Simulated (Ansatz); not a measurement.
**[AlH2···H···SiH], doublet: transfer scan**

Starting geometry:

```json
{"atom": "Al", "x (Å)": "-1.7258", "y (Å)": "0.0252", "z (Å)": "0.0000"}
{"atom": "H", "x (Å)": "-2.5187", "y (Å)": "1.3986", "z (Å)": "0.0000"}
{"atom": "H", "x (Å)": "-2.5187", "y (Å)": "-1.3482", "z (Å)": "0.0000"}
{"atom": "H", "x (Å)": "-0.1400", "y (Å)": "0.0252", "z (Å)": "0.0000"}
{"atom": "Si", "x (Å)": "1.7662", "y (Å)": "0.0252", "z (Å)": "0.0000"}
{"atom": "H", "x (Å)": "2.1626", "y (Å)": "-1.4543", "z (Å)": "0.0000"}
```

From there H4 is moved from one fragment to the other while all else, the fragments' distance too, stays fixed; atoms are numbered as listed. Energies are in kcal/mol, counted from the starting geometry at the same level. Kohn–Sham curves are unrestricted where that lies lower.

Basis cc-pVDZ; Ansatz 0.2.0. Only valence electrons are correlated (noble-gas cores frozen). R marks a restricted (for open shells ROHF) determinant, U an unrestricted one.

Unrestricted rows (U, and Kohn–Sham where it breaks symmetry) aren't spin-pure: their determinants' ⟨S²⟩ exceeds S(S+1) by up to 0.27, so they mix in states of higher spin.

Full CI isn't at hand for all of this; UCCSDT(Q) serves as the reference, and is uncertain by about the last step of the cluster series.

```json
{"distance Al1-H4 (Å)": "1.475", "B3LYP": "4.0"}
{"distance Al1-H4 (Å)": "1.586", "B3LYP": "0.0"}
{"distance Al1-H4 (Å)": "1.652", "B3LYP": "-0.6"}
{"distance Al1-H4 (Å)": "1.719", "B3LYP": "-0.1"}
{"distance Al1-H4 (Å)": "1.786", "B3LYP": "1.3"}
{"distance Al1-H4 (Å)": "1.852", "B3LYP": "3.6"}
{"distance Al1-H4 (Å)": "1.919", "B3LYP": "6.9"}
{"distance Al1-H4 (Å)": "1.985", "B3LYP": "11.2"}
{"distance Al1-H4 (Å)": "2.052", "B3LYP": "17.1"}
```

Q: Estimate the UCCSDT(Q) curve in cc-pVDZ from this one, knowing how B3LYP errs.

A: The computed UCCSDT(Q) values, in kcal/mol from the starting point, and the error of B3LYP against them:
```json
{"distance Al1-H4 (Å)": "1.475", "UCCSDT(Q)": "3.6", "B3LYP less UCCSDT(Q)": "0.5"}
{"distance Al1-H4 (Å)": "1.586", "UCCSDT(Q)": "0.0", "B3LYP less UCCSDT(Q)": "0.0"}
{"distance Al1-H4 (Å)": "1.652", "UCCSDT(Q)": "-0.3", "B3LYP less UCCSDT(Q)": "-0.3"}
{"distance Al1-H4 (Å)": "1.719", "UCCSDT(Q)": "0.5", "B3LYP less UCCSDT(Q)": "-0.6"}
{"distance Al1-H4 (Å)": "1.786", "UCCSDT(Q)": "2.3", "B3LYP less UCCSDT(Q)": "-0.9"}
{"distance Al1-H4 (Å)": "1.852", "UCCSDT(Q)": "4.8", "B3LYP less UCCSDT(Q)": "-1.2"}
{"distance Al1-H4 (Å)": "1.919", "UCCSDT(Q)": "8.3", "B3LYP less UCCSDT(Q)": "-1.4"}
{"distance Al1-H4 (Å)": "1.985", "UCCSDT(Q)": "12.8", "B3LYP less UCCSDT(Q)": "-1.6"}
{"distance Al1-H4 (Å)": "2.052", "UCCSDT(Q)": "18.7", "B3LYP less UCCSDT(Q)": "-1.7"}
```

The error spans 2.1 kcal/mol and is largest, -1.7 kcal/mol, at 2.052 Å.

In so small a basis the reference is far from its limit while semilocal and hybrid functionals are nearer theirs, so the functionals' errors here hold much of the reference's basis and frozen-core error, which can add to them or hide them.
